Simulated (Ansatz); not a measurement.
Calculated with Ansatz (gas phase, PBE0-D4/def2-TZVP geometries, no zero-point term in ΔE). CBS: MP2 limit from def2 TZ/QZ plus the TZ coupled-cluster correction, frozen cores. This one scheme is used for every species, atoms too. Functionals use def2-TZVPP. Open shells (•) are unrestricted, without spin–orbit coupling. One conformer a species, not always the lowest.

Consider the hydrogen abstraction from a B–H bond: `NBCl` + H• → `N[B]Cl`• + H₂.

`NBCl`:

Z-matrix (Å, degrees):
```
N
B 1 1.383
H 1 1.006 2 123.2
H 1 1.005 2 122.2 3 -180.0
Cl 2 1.768 1 119.7 3 -0.0
H 2 1.191 1 121.5 3 180.0
```

`N[B]Cl`•:

Cartesian coordinates in Å:
```
N -0.023 0.585 0.139
B 0.135 -0.437 -0.769
Cl 0.057 -2.134 -0.366
H 0.029 1.553 -0.128
H -0.198 0.433 1.123
```

H₂:

Cartesian coordinates in Å:
```
H 0.103 -0.317 -0.167
H -0.103 0.317 0.167
```

CCSD(T)/CBS gives +10.7 kJ/mol.

Problem. Another level gave +23.0 kJ/mol. Which?
A. MP2/def2-TZVPP
B. r2SCAN0-D4/def2-TZVPP
C. r2SCAN-D4/def2-TZVPP
D. PBE-D4/def2-TZVPP

Solution. A. MP2/def2-TZVPP 23.0, r2SCAN-D4 -5.3, r2SCAN0-D4 -1.1, PBE-D4 7.4 kJ/mol.

Largest T1 diagnostic among the species: 0.014.

Leaving LDA and LC-ωPBE aside and taking each functional with its dispersion term where it has one, the values, not all of them listed here, spread over 25.1 kJ/mol, from r2SCAN-D4 to ωB97M-V. LDA lies +8.1 kJ/mol from PBE without D4. From BLYP to BHLYP (50 % exact exchange), in def2-TZVPP and without D4, ΔE moves by +14.4 kJ/mol.
